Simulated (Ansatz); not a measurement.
Reaction: C3H5N (SMILES [C-]#[N+]CC) → CH3 (SMILES [CH3], doublet) + C2H2N (SMILES [C-]#[N+][CH2], doublet) (the C-C bond breaks)
Each species at its own B3LYP-D3(BJ)/def2-TZVP minimum (Ansatz, a first-principles code).

Wanted: bond dissociation energy (electronic), in kcal/mol. Radicals and triplets start from unrestricted determinants; spin-orbit coupling is neglected. CBS(X,Y): correlation extrapolated as X^-3, Hartree-Fock from the larger set (Q,5: extrapolated as (X+1)exp(-9√X)). A bracket is a step between two methods taken in the basis named. The functionals are non-relativistic, so their misses hold any scalar relativity. '+ core + X2C': CCSD(T) terms for core correlation (cc-pwCVTZ) and scalar relativity (cc-pVTZ-DK). The UHF reference of C2H2N ([C-]#[N+][CH2], doublet) is spin-contaminated (<S^2> up to 0.08 over the pure value in the sets run).

CCSD(T)/CBS(cc-pVQZ,cc-pV5Z) + [CCSDT(Q) - CCSD(T)]/cc-pVDZ + core + X2C (Ansatz) gives 92.4 kcal/mol.

Problem. How far off this value is PBE/def2-TZVPD (Ansatz), in which direction, and how far these levels: r2SCAN/def2-TZVPD, B3LYP/def2-TZVPD, PBE0/def2-TZVPD, wB97M-V/def2-TZVPD, CCSD(T)/CBS(cc-pVQZ,cc-pV5Z) + core + X2C?

Solution. PBE gives 87.1 kcal/mol, 5.3 kcal/mol below it. Differences of the others: r2SCAN/def2-TZVPD (Ansatz) -11.3; B3LYP/def2-TZVPD (Ansatz) -9.1; PBE0/def2-TZVPD (Ansatz) -5.2; wB97M-V/def2-TZVPD (Ansatz) -0.4; CCSD(T)/CBS(cc-pVQZ,cc-pV5Z) + core + X2C (Ansatz) 0.3 kcal/mol.
